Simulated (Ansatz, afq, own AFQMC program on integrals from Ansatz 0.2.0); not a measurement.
AFQMC on a folder of integrals that Ansatz 0.2.0 wrote.

```yaml
crystal:
  periodic: [false, false, false]
  atoms:
    - {symbol: Al, position_ang: [0.000000, -0.015641, 0.935904]}
    - {symbol: C, position_ang: [0.000000, 0.533213, -0.858595]}
    - {symbol: B, position_ang: [0.000000, -0.842174, -1.178071]}
    - {symbol: H, position_ang: [0.000000, 3.097907, -2.186333]}
basis:
  gaussian: {orbitals: cc-pVDZ}
magnetization: {spin_polarized: false, initial_magnetization: 3}
correlation: {method: ccsd_t, electrons: outside_noble_gas, hamiltonian_folder: ham}
```

```sh
$ ansatz run in.yaml --threads 1 --pin off --events-out ev --progress --plain --max-ram 1843MiB
```

Options of the walk:

```
--method phaseless --trial cisd --walkers 60 --populations 1 --least-time 40 --time-step 0.005 --steps-per-block 50 --equilibration-blocks 40 --max-blocks 300 --target-error 0.0008 --factor-cut 1e-05 --start spin_pure --seed 6814 --release-times 0.24,0.51,0.99,1.62,2.4 --release-step 0.03 --release-every 4 --taylor-order 6
```

Times are imaginary, in 1/Eh. The walk had a cap of 2083 s.

Output of the walk:

```
orbitals 44  electrons 7 4  factors 334 of 490
reference energy -304.77841530 Eh
CCSD correlation -0.25479785 Eh in 16 cycles, weight of the determinant in the CISD state 0.8248
energy of the start -305.033213 Eh
 block  time / (1/Eh)  mean weight  energy / Eh
     1     0.250  1.0010  -305.029590
     2     0.500  0.9999  -305.032305
     3     0.750  0.9988  -305.034737
     4     1.000  0.9990  -305.044040
     5     1.250  0.9989  -305.047507
     8     2.000  1.0005  -305.071409
    13     3.250  1.0007  -305.044452
    31     7.750  1.0000  -305.055695
    49    12.250  1.0000  -305.050362
    67    16.750  0.9992  -305.054861
    85    21.250  0.9988  -305.047299
   103    25.750  1.0013  -305.042066
   109    27.250  1.0018  -305.037861
   121    30.250  0.9978  -305.054024
   139    34.750  0.9997  -305.056996
   157    39.250  0.9995  -305.054613
   175    43.750  1.0007  -305.055913
   193    48.250  1.0005  -305.064259
   211    52.750  0.9986  -305.052941
   229    57.250  1.0041  -305.047400
   235    58.750  1.0010  -305.044714
blocks merged  error / Eh  count
     1  0.000520  200
     2  0.000633  100
     4  0.000681  50
     8  0.000763  25
    16  0.000962  12
released: time / (1/Eh)  energy / Eh  error  mean overlap
  0.24  -305.052553  0.001337  0.9960
  0.51  -305.053716  0.001351  1.0017
  0.99  -305.053155  0.001355  1.0005
  1.62  -305.051804  0.001134  1.0324
  2.40  -305.052714  0.001971  1.0641
energy -305.050288 +/- 0.000763 Eh
(rows thinned)
```

The run passed its tests (sampling time, drift between the halves within three errors, error under three times the target), which doesn't prove that it has relaxed.

Against this walk (error 20.8 meV) on the same determinant: CCSD(T) 39.5 meV lower (within the noise), CCSDT(Q) 119.9 meV lower. The error is statistical and leaves out the bias of the constraint. None of these is a sure reference here. Released to 1.62 1/Eh the energy moves by -41 ± 37 meV (both errors), within twice the noise.

Cautions: constraint bias not in the error; lower spins were not checked; higher spins were not checked; a spin-contaminated unrestricted determinant lies lower (UHF 312 meV lower, ⟨S²⟩ 3.92); raised T1 diagnostic (T1 0.040, weight of the determinant 0.82, largest double 0.07); (T) is large, 7 % of the CCSD correlation; the bias of populations of 60 walkers isn't removed.

The walk took 8.2 min on 1 thread of Arm Neoverse V1, with other jobs on the host. The log's last line is the phaseless energy.

CCSDT and higher add their correlation energy to the determinant of the CCSD(T) run, since their own runs factorise the integrals more tightly (a shift of under 2 meV). A walk keeps the symmetry of its determinant, which the program's search chose and which needn't be the lowest solution, so a lower state of the same spin and another symmetry isn't excluded.
